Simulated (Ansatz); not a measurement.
Basis-set extrapolation for `CN=C(F)F` (PBE0-D4/def2-TZVP geometry, frozen core, Ansatz). Multiplicity 1, RHF reference.

|  | def2-TZVPP | def2-QZVPP |
| --- | --- | --- |
| HF | -330.929886 | -330.944498 |
| MP2 correlation | -1.018145 | -1.101253 |
| CCSD(T) correlation | -1.073160 | not run |

Energies in hartree. Use E(X) = E(∞) + A·exp(−7.88·√X) for Hartree–Fock and E(X) = E(∞) + B·X^(−2.97) for correlation, with X = 3 and 4, and add CCSD(T) minus MP2 of the smaller set to the MP2 limit.

**Question.** What is the CCSD(T) energy at the basis-set limit?

**Answer.** HF limit: -330.944498 + (-0.014612) × 0.13774 = -330.94651. MP2 limit: -1.101253 + (-0.083108) × 0.74074 = -1.16281. Higher-order term: -1.073160 − (-1.018145) = -0.05501. Total: -332.16433 hartree, 423.5 kJ/mol below CCSD(T)/def2-TZVPP.
